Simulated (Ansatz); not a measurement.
A made-up structure of MgNH2S (charge -1), singlet:

```json
{"atom": "N1", "x (Å)": "0.7123", "y (Å)": "-0.5406", "z (Å)": "0.3661"}
{"atom": "Mg2", "x (Å)": "-0.7187", "y (Å)": "0.5449", "z (Å)": "-0.3685"}
{"atom": "S3", "x (Å)": "2.0102", "y (Å)": "-1.5251", "z (Å)": "1.0323"}
{"atom": "H4", "x (Å)": "-1.0266", "y (Å)": "2.2033", "z (Å)": "-0.0321"}
{"atom": "H5", "x (Å)": "-1.9243", "y (Å)": "0.0369", "z (Å)": "-1.4852"}
```

It is relaxed with PBE-D4/def2-SVPD and then PBE0-D4/def2-TZVPD (Ansatz 0.2.0). Atoms count as bonded within 1.22 times the sum of their covalent radii (H–H: 0.88 Å). The end point is not checked to be a true minimum.

(1) Does its bonding change? (A judgement: the text doesn't fix the answer.)

Results:

(1) The calculation gives: No: no bond forms or breaks.

Where it ends: The first stage lowers the energy by 0.66 eV in 6 steps. It ends as MgNH₂S ([MgH2][N][S]), total charge -1:
| atom | x (Å) | y (Å) | z (Å) |
| --- | --- | --- | --- |
| N1 | 0.6847 | -0.5196 | 0.3518 |
| Mg2 | -0.7818 | 0.5934 | -0.4018 |
| S3 | 1.8164 | -1.3782 | 0.9329 |
| H4 | -0.8087 | 2.2779 | 0.1638 |
| H5 | -1.8577 | -0.2540 | -1.5342 |

Labels in which every atom is bracketed show which atoms are joined, not bond orders.

For scale, one of the runs: PBE0-D4/def2-TZVPD relaxation, 136 basis functions, launched by `ansatz run in.yaml --threads 2 --pin off --events-out ev --progress --plain --max-ram 4352MiB`. Hardware: 2 CPU threads of an Arm Neoverse V2, shared host. Wall time about 22 s.
